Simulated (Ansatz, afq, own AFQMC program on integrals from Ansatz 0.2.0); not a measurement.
AFQMC on a folder of integrals that Ansatz 0.2.0 wrote.

```yaml
crystal:
  periodic: [false, false, false]
  atoms:
    - {symbol: O, position_ang: [-0.478569, 0.178292, 1.239149]}
    - {symbol: Ti, position_ang: [-0.014905, -0.021381, -0.427198]}
    - {symbol: F, position_ang: [-1.245155, 0.661343, -1.434615]}
    - {symbol: F, position_ang: [0.158493, -1.709464, -0.767893]}
    - {symbol: Cl, position_ang: [1.909459, 0.963542, -0.784113]}
    - {symbol: H, position_ang: [-0.287224, -0.136233, 2.128570]}
basis:
  gaussian: {orbitals: def2-TZVP}
magnetization: {spin_polarized: false}
correlation: {method: ccsd_t, electrons: outside_noble_gas, hamiltonian_folder: ham}
```

```sh
$ ansatz run in.yaml --threads 2 --pin off --events-out ev --progress --plain --max-ram 49920MiB --backend cuda --devices 0, --max-vram 37GiB
```

afq runs on the folder ham with

```
--method phaseless --trial cisd --walkers 500 --populations 10 --least-time 60 --time-step 0.005 --steps-per-block 50 --equilibration-blocks 40 --max-blocks 4000 --target-error 0.00034 --factor-cut 1e-05 --seed 4308 --release-times 0.24,0.48,0.8,1.2 --release-step 0.04 --release-every 5 --taylor-order 6
```

Times are imaginary, in 1/Eh. The walk had a cap of 333 s. With eight or more populations the least sampling time is a fifth of least-time, and the error comes from their spread.

Log:

```
orbitals 164  electrons 16 16  factors 1244 of 1285
reference energy -1582.62219163 Eh
CCSD correlation -1.07936864 Eh in 14 cycles, weight of the determinant in the CISD state 0.7586
energy of the start -1583.701545 Eh
 block  time / (1/Eh)  mean weight  energy / Eh
     1     0.250  0.9996  -1583.671225
     2     0.500  1.0002  -1583.699191
     3     0.750  1.0001  -1583.717190
     4     1.000  0.9996  -1583.732445
     5     1.250  0.9984  -1583.735649
     7     1.750  1.0001  -1583.753308
     9     2.250  0.9994  -1583.757237
    19     4.750  0.9999  -1583.748941
    37     9.250  0.9993  -1583.752528
    55    13.750  1.0005  -1583.751608
    73    18.250  1.0023  -1583.762976
    91    22.750  1.0008  -1583.793956
   109    27.250  1.0025  -1583.754665
   118    29.500  1.0018  -1583.732467
   127    31.750  0.9991  -1583.749822
   145    36.250  0.9985  -1583.765770
   163    40.750  1.0016  -1583.750094
   181    45.250  1.0016  -1583.760414
   199    49.750  1.0021  -1583.772136
   217    54.250  1.0021  -1583.766870
   235    58.750  0.9997  -1583.755822
   253    63.250  0.9982  -1583.759901
   271    67.750  1.0019  -1583.760874
   289    72.250  1.0004  -1583.737298
   307    76.750  0.9992  -1583.761874
   325    81.250  0.9991  -1583.740400
   343    85.750  1.0006  -1583.745401
   361    90.250  1.0001  -1583.752423
error from the spread of 10 populations
released: time / (1/Eh)  energy / Eh  error  mean overlap
  0.24  -1583.754207  0.001639  0.9949
  0.48  -1583.754476  0.001648  0.9841
  0.80  -1583.757804  0.003036  0.9628
  1.20  -1583.754756  0.004768  0.9398
energy -1583.755214 +/- 0.000512 Eh
(rows thinned)
```

The run passed its tests (sampling time, drift between the halves within three errors, error under three times the target), which doesn't prove that it has relaxed, ending at its cap on processor time.

Against this walk (error 13.9 meV) on the same determinant: CCSD(T) 68.5 meV higher. The error is statistical and leaves out the bias of the constraint. None of these is a sure reference here. The released energies are too noisy to show the bias of the constraint.

Cautions: constraint bias not in the error; error above the target (13.9 against 9.3 meV); no relativity below Rb; outer-core shells of the metal frozen.

The walk took 5.6 min on 1 × NVIDIA H100 80GB HBM3 with 4 threads of AMD EPYC 7R13 Processor (Zen 3), on a shared host (the card was shared). The log's last line is the phaseless energy.
